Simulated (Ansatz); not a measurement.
Geometry optimisation, Ansatz 0.2.0, RKS PBE-D4/def2-SVP.

Input file:

```yaml
crystal:
  periodic: [false, false, false]
  atoms:
    - { symbol: B, position_ang: [0.046557, 0.35039, -0.488916] }
    - { symbol: "N", position_ang: [-0.086281, 0.036967, 2.231126] }
    - { symbol: H, position_ang: [-0.889521, -0.026378, 2.869376] }
    - { symbol: H, position_ang: [0.756766, 0.065977, 2.8191] }
    - { symbol: O, position_ang: [1.321004, 0.024148, -0.832205] }
    - { symbol: H, position_ang: [1.372906, -0.876253, -1.199147] }
    - { symbol: H, position_ang: [-0.891759, -0.398239, -0.715596] }
    - { symbol: H, position_ang: [-0.112457, 1.4519, -0.029754] }
    - { symbol: H, position_ang: [-0.145515, 0.975088, 1.776517] }
basis:
  gaussian: { orbitals: def2-SVP }
hamiltonian:
  xc: pbe
  dispersion: d4
relax:
  f_tol: 0.03
  max_steps: 50
```

Run as:

```bash
$ ansatz run input.yaml --threads 2 --pin off --max-ram 3072MiB --backend cpu --events-out ev --progress --plain --runs-dir out
```

Question: Where does it end, and by what steps?

Answer: It converged. After 16 steps the energy has fallen by 0.589 eV; H3 moved furthest, 1.27 Å. Joined: B1–N2 (2.74 → 1.71 Å).

```csv
step,energy less start (eV),largest force component (eV/Å),accepted
0,0.0000,0.496,yes
1,-0.0427,0.831,yes
2,-0.0735,1.705,yes
3,-0.1779,1.058,yes
4,-0.3359,0.881,yes
5,-0.4862,0.784,yes
6,-0.5260,0.532,yes
7,-0.5311,0.239,yes
8,-0.5412,0.080,yes
9,-0.5507,0.372,yes
10,-0.5577,0.080,yes
11,-0.5774,0.074,yes
12,-0.5391,0.990,no
13,-0.5815,0.119,yes
14,-0.5858,0.091,yes
15,-0.5884,0.060,yes
16,-0.5887,0.018,yes
```

```xyz
9
Properties=species:S:1:pos:R:3
B 0.066 0.408 0.019
N -0.018 0.291 1.718
H -0.172 -0.675 2.044
H 0.880 0.608 2.113
O 1.239 -0.324 -0.366
H 0.992 -1.182 -0.745
H -1.033 -0.042 -0.342
H 0.186 1.634 -0.114
H -0.767 0.886 2.104
```

The run took 18 s on 2 threads of Arm Neoverse V1 (shared host), peak memory 0.14 GiB.
